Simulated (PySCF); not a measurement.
Species: C4H7N.
Z-matrix (Å and degrees, PBE0-D3(BJ)/def2-SVP geometry), rows numbered from 1:
```
N 
C   1  1.4333
C   2  1.4926  1  120.15
C   3  1.4935  2   98.73  1    61.02
C   3  1.4807  2   60.24  1   109.34
H   1  1.0176  2  110.64  3  -155.56
H   1  1.0176  2  110.66  3    85.53
H   2  1.1044  1  117.43  3  -145.02
H   3  1.0891  2  129.64  5   119.43
H   4  1.0956  3  116.70  5   106.60
H   4  1.0958  3  118.42  5  -108.01
H   5  1.0891  2  129.73  3  -119.23
```

Computed at PBE0/pcSseg-1 (PySCF, non-relativistic), with Q(14N) = 0.02044 b: N1, 14N (I = 1): χzz = -5.536 MHz, η = 0.104.

Problem. Where would the pure quadrupole (NQR) lines of 14N at N1 fall for the rigid, isolated species?

Solution. From ν± = (3/4)|χ|(1 ± η/3) and ν0 = |χ|η/2: ν+ 4.296 MHz, ν− 4.008 MHz, ν0 0.288 MHz (primary amine nitrogen).

In a crystal, neighbours and librations shift these lines. With so small a basis the couplings can be 20 % off.

These values come from a run that also computed NMR shieldings. Time: 12 s of wall time (with the writing of density and orbital grids); peak memory 0.55 GiB. Hardware: Arm Neoverse V1, one thread, shared host.

One conformer stands for the species.
